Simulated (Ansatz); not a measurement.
Reaction (substitution at a C–O bond): `OC(O)O` + HCl → `OC(O)Cl` + H₂O

Gas-phase electronic energies from Ansatz, PBE0-D4/def2-TZVP geometries. CCSD(T)/CBS adds triple-zeta CCSD(T) − MP2 to the extrapolated MP2 energy (def2 sets, frozen cores). This one scheme is used for every species. Functionals use def2-TZVPP. HSE06 is defined as in plane-wave codes. Each species was taken in one conformer, which may not be the lowest.

(1) Is it downhill or uphill in electronic energy at CCSD(T)/CBS, and by how much? (Estimate.)

(2) What do these levels give: PBE0-D4, r2SCAN0-D4, HSE06-D4, CAM-B3LYP-D4, BLYP, r2SCAN, BHLYP, RPA@PBE/def2-TZVPP, HF/def2-SVP, HF/def2-TZVPP, CCSD/def2-TZVPP, CCSD(T)/def2-TZVPP? (Best estimate.)

Largest T1 diagnostic among the species: 0.011.

## Answers

(1) Computed: Uphill: ΔE = +16.2 kJ/mol.

(2) The calculation gave: PBE0-D4 18.6, r2SCAN0-D4 22.1, HSE06-D4 18.5, CAM-B3LYP-D4 25.2, BLYP 16.7, r2SCAN 19.5, BHLYP 27.3, RPA@PBE/def2-TZVPP 23.8, HF/def2-SVP 53.8, HF/def2-TZVPP 34.9, CCSD/def2-TZVPP 26.2, CCSD(T)/def2-TZVPP 23.3 kJ/mol.

Leaving LDA and LC-ωPBE aside and taking each functional with its dispersion term where it has one, the values, not all of them listed here, spread over 14.3 kJ/mol, from revPBE-D4 to CAM-B3LYP-D4. LDA lies +7.7 kJ/mol from PBE without D4. From PBE to PBE0 (25 % exact exchange), in def2-TZVPP and without D4, ΔE moves by +4.8 kJ/mol.
